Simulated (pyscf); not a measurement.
H₃C–CH₂–SiH₃ + hydrogen (H₂) → H₃C–CH₂–SiH₃ + hydrogen (H₂) (four-centre exchange; singlet surface; H–Si, H–H broken, H–Si, H–H formed). Single points on ωB97X-D3(BJ)/def2-SVP structures (PySCF, gas phase). Energies in eV from the separated reactants.

| level | barrier | reaction energy |
|---|---|---|
| r²SCAN/def2-TZVP | 2.74 | 0.00 |
| B3LYP-D3(BJ)/def2-TZVP | 2.90 | 0.00 |
| PBE0-D3(BJ)/def2-TZVP | ___ | 0.00 |
| M06-2X/def2-TZVP | 3.03 | 0.00 |
| ωB97M-D3(BJ)/def2-TZVP | ___ | 0.00 |
| HF/def2-TZVP | 3.63 | 0.00 |

Question: Some entries are withheld; supply them.

Answer: 
- PBE0-D3(BJ)/def2-TZVP, barrier: 2.72
- ωB97M-D3(BJ)/def2-TZVP, barrier: 2.91

The functionals in the table span 0.31 eV in this barrier, from PBE0-D3(BJ) to M06-2X. At the saddle there is also a short H–Si contact that neither side keeps. H₃C–CH₂–SiH₃ lies 0.56 eV over its isomer H₃C–SiH₂–CH₃ (electronic energy, ωB97M-D3(BJ)/def2-TZVP). This is the saddle that the search found; another between the same sides may lie lower.
